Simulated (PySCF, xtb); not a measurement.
ethylene (C2H4), SMILES C=C.

GFN2-xTB run with xtb at its own geometry gives an orbital gap of 5.68 eV and a dipole moment of 0.00 D.

Coordinates come from a r2SCAN-D4/def2-TZVP optimisation.

Problem. What does ωB97X/def2-TZVPD (PySCF) give? (Estimate from the structure and the level; the computed values follow.)

Solution. gap 12.60 eV (levels -10.33 and 2.26 eV), dipole 0.00 D.
